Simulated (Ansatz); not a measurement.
Basis-set series for CH₅BSi (`B1C[SiH2]1`). Charge 0, multiplicity 1. The structure was optimised at the PBE0-D4/def2-TZVP level.

```json
{"functional": "PBE0-D4", "basis": "def2-TZVPP", "functions": "174", "energy (Eh)": "-355.20172", "HOMO (eV)": "-6.95", "LUMO (eV)": "-1.51"}
{"functional": "PBE0-D4", "basis": "def2-QZVPP", "functions": "334", "energy (Eh)": "-355.21544", "HOMO (eV)": "-6.95", "LUMO (eV)": "-1.54"}
{"functional": "ωB97M-V", "basis": "def2-TZVPP", "functions": "174", "energy (Eh)": "-355.34258", "HOMO (eV)": "-9.02", "LUMO (eV)": "0.43"}
{"functional": "ωB97M-V", "basis": "def2-QZVPP", "functions": "334", "energy (Eh)": "-355.35539", "HOMO (eV)": "-9.02", "LUMO (eV)": "0.35"}
```

(1) Give the rows for def2-SVP. (Best estimate.)

Results:

(1) Ansatz gave: 
```tsv
functional	basis	functions	energy (Eh)	HOMO (eV)	LUMO (eV)
PBE0-D4	def2-SVP	71	-355.02922	-6.94	-1.44
ωB97M-V	def2-SVP	71	-355.16456	-8.98	0.61
```

Positive LUMOs are unbound and depend on the basis.
